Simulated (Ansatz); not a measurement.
# H6Si2: the cost of one run

The runs use Ansatz 0.2.0, Gaussian basis; PBE0-D4/def2-TZVP structures, single points in def2-TZVPP, no counterpoise correction.

Levels: SPW92, PBE-D4, BLYP-D4, r2SCAN-D4, B97M-V, PBE0-D4, B3LYP-D4, r2SCAN0-D4, BHLYP-D4, CAM-B3LYP-D4, wB97X-V, wB97M-V, B2PLYP, PBE-QIDH, RPA on PBE, Hartree-Fock, MP2, CCSD, CCSD(T).

Cores are frozen in the correlated methods. B3LYP uses VWN-RPA correlation. B2PLYP carries no dispersion term here.

95 further runs of the same task are left out: 1 that didn't finish, 94 set aside as unsound or not needed.

### Step 1. Starting geometry

The complex: 13 atoms, charge 0, spin multiplicity 1.

Atoms are counted from 1 here; the program's logs count them from 0.

Bond lengths: Si1–Si2 2.339 Å, Si1–H3 1.487 Å, Si1–H4 1.488 Å, Si1–H5 1.488 Å, Si2–H8 1.488 Å, Si2–H9 1.487 Å, Si2–H10 1.487 Å, H6–C7 1.090 Å, C7–H11 1.090 Å, C7–H12 1.090 Å, C7–H13 1.090 Å. Angles: Si2–Si1–H3 110.7°, Si2–Si1–H4 110.1°, Si2–Si1–H5 110.1°, H3–Si1–H4 108.6°, H3–Si1–H5 108.6°, H4–Si1–H5 108.6°, Si1–Si2–H8 109.8°, Si1–Si2–H9 110.5°, Si1–Si2–H10 110.5°, H8–Si2–H9 108.6°, H8–Si2–H10 108.6°, H9–Si2–H10 108.8°, H6–C7–H11 109.5°, H6–C7–H12 109.5°, H6–C7–H13 109.5°, H11–C7–H12 109.4°, H11–C7–H13 109.4°, H12–C7–H13 109.5°.

Coordinates:

```xyz
13
CH10Si2
Si    0.56948    1.10063    1.67205
Si    1.42310   -0.80541    0.61956
H    -0.63001    1.60656    0.95329
H     0.18438    0.78164    3.07332
H     1.59793    2.17549    1.69624
H    -0.83599   -0.93690   -2.17896
C    -1.59773   -0.23658   -1.83741
H     2.62566   -1.28949    1.35030
H     0.40779   -1.89203    0.60481
H     1.81280   -0.49514   -0.78182
H    -2.41420   -0.20779   -2.55851
H    -1.16218    0.75794   -1.74311
H    -1.98093   -0.55902   -0.86956
```

Its parts: Si₂H₆ holds atoms 1, 2, 3, 4, 5, 8, 9, 10; CH₄ holds atoms 6, 7, 11, 12, 13. Each part counts its atoms afresh in its own runs.

### Step 2. Relaxing Si₂H₆ alone

Input file relax-a/in.yaml:

```yaml
crystal:
  periodic: [false, false, false]
  atoms:
    - {symbol: Si, position_ang: [0.569483, 1.100630, 1.672046]}
    - {symbol: Si, position_ang: [1.423098, -0.805415, 0.619564]}
    - {symbol: H, position_ang: [-0.630006, 1.606564, 0.953287]}
    - {symbol: H, position_ang: [0.184382, 0.781644, 3.073324]}
    - {symbol: H, position_ang: [1.597932, 2.175486, 1.696236]}
    - {symbol: H, position_ang: [2.625657, -1.289486, 1.350304]}
    - {symbol: H, position_ang: [0.407789, -1.892025, 0.604811]}
    - {symbol: H, position_ang: [1.812805, -0.495144, -0.781818]}
basis:
  gaussian: {orbitals: def2-TZVP}
hamiltonian: {xc: pbe0, dispersion: d4}
relax: {f_tol: 0.005, max_steps: 200}
```

On the command line:

```
$ ansatz run in.yaml --threads 4 --pin off --events-out ev --progress --plain --max-ram 9574MiB
```

**Question.** How long does this run take on 4 threads of AMD EPYC 7R43, shared host?

About 2.8 s.
